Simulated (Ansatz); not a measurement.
`NBF`, relaxed with RKS PBE-D4/def2-SVP in Ansatz from a rough embedded geometry. The force threshold is 0.03 eV/Å; the program also tests the step.

The species carries charge 0 and has multiplicity 1.

Start:

```xyz
6

N     0.642    0.493   -0.235
B    -0.591   -0.270   -0.021
F    -1.740   -0.029   -0.849
H     1.400   -0.139   -0.388
H     0.906    1.021    0.658
H    -0.618   -1.077    0.835
```

Task: How much energy does the relaxation release, and in how many steps? (Estimate.)

Result: Computed: 125.97 kJ/mol, in 9 steps.

Task: Which bonds change most? (Estimate.)

Result: The calculation gave: B2–F3 from 1.437 to 1.348 Å; N1–B2 from 1.465 to 1.401 Å; N1–H5 from 1.070 to 1.021 Å; B2–H6 from 1.177 to 1.218 Å.

Task: Give the relaxed structure. (Estimate.)

Result: Computed: 
```xyz
6

N     0.656    0.327   -0.003
B    -0.579   -0.335    0.012
F    -1.702    0.354   -0.275
H     1.531   -0.145    0.215
H     0.754    1.318   -0.230
H    -0.660   -1.519    0.281
```
